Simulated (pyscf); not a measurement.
Thermochemistry of product channels of H₃Si–O–GeH₃ + H• on the doublet surface, in kcal/mol, from CCSD(T)/def2-TZVPP + ΔMP2(QZVPP) energies (ideal gas, 1 atm, RRHO with modes under 100 cm⁻¹ raised to 100, one conformer, R ln 2 for chiral ones without a mode under 150 cm⁻¹). PySCF, gas phase, ωB97X-D3(BJ)/def2-SVP geometries. MP2 and CC: frozen core, UHF for open shells. ΔMP2 is the change of the MP2 total energy from the triple- to the quadruple-zeta basis.

| products | ΔE | ΔH(298 K) | ΔG(298 K) | ΔG(900 K) |
|---|---|---|---|---|
| SiH₃• + HO–GeH₃ | +6.3 | +9.0 | +5.8 | +0.6 |
| HO–SiH₃ + GeH₃• | -14.8 | -11.7 | -14.8 | -19.6 |

These are energies of the channels, which say nothing of barriers. The CCSD(T) − MP2 part came from Ansatz, without density fitting, on the same reference. The frozen core leaves the outer d or s,p core shells of the metals and heavy elements correlated in the MP2 and CC values, and def2-TZVPP describes them poorly, which can shift differences by a few kcal/mol. Elements up to Kr have no core potential and no relativistic terms here.
